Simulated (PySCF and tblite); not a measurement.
Results of a calculation; reference values are marked as such.
C₃H₆O, numbered as in [CH2:1]=[CH:2][CH2:3][OH:4]. Geometries PBE0-D3(BJ)/def2-SVP; weights from PBE0-D3(BJ)/def2-TZVP energies and GFN2-xTB thermal corrections, with symmetry numbers and mirror pairs. Conformers within 4 kcal/mol (GFN2-xTB free energy) were kept, 5 at most. GIAO shieldings: PBE0/pcSseg-1. Shifts are against TMS (¹H), TMS (¹³C) at the same level. Programs: PySCF with density fitting and tblite.

Torsions listed: C1–C2–C3–O4, C2–C3–O4–H4. Of a mirror pair one member is shown.

| conformer | shape | point group | mirror pair | ΔE(DFT) | Δ(G−E) at 200 K | δ C1 (ppm) |
| --- | --- | --- | --- | --- | --- | --- |
| 1 | -8°, -60° | C1 | yes | 0.00 | 0.00 | 118.3 |
| 2 | 127°, -58° | C1 | yes | 0.14 | -0.07 | 123.6 |
| 3 | 0°, 180° | Cs | no | 0.96 | -0.22 | 120.2 |
| 4 | 132°, 171° | C1 | yes | 1.65 | -0.28 | 122.2 |
| 5 | 124°, 61° | C1 | yes | 1.68 | -0.14 | 123.3 |

Energies in kcal/mol; the thermal term leaves out symmetry numbers and mirror images.

Q: Work out the weights at 200 K and the ¹³C shift of C1 under fast exchange.

A: RT = 0.397 kcal/mol. Each conformer gets RT ln(σ/g), with σ the rotational symmetry number and g = 2 for a mirror pair: 1: σ = 1, g = 2, G = 0.00 + 0.00 − 0.28 = -0.28, 0.00 above the lowest, exp(−ΔG/RT) = 1.000; 2: σ = 1, g = 2, G = 0.14 − 0.07 − 0.28 = -0.21, 0.06 above the lowest, exp(−ΔG/RT) = 0.855; 3: σ = 1, g = 1, G = 0.96 − 0.22 + 0.00 = 0.74, 1.02 above the lowest, exp(−ΔG/RT) = 0.078; 4: σ = 1, g = 2, G = 1.65 − 0.28 − 0.28 = 1.10, 1.37 above the lowest, exp(−ΔG/RT) = 0.032; 5: σ = 1, g = 2, G = 1.68 − 0.14 − 0.28 = 1.26, 1.54 above the lowest, exp(−ΔG/RT) = 0.021. The sum is 1.985, so the weights are 50.4, 43.1, 3.9, 1.6, 1.0 %. The averaged shift is 120.8 ppm. At 298.15 K it is 120.9 ppm. At 298.15 K the leading conformer alone gives 118.3 ppm and bare DFT energies give 120.7 ppm.
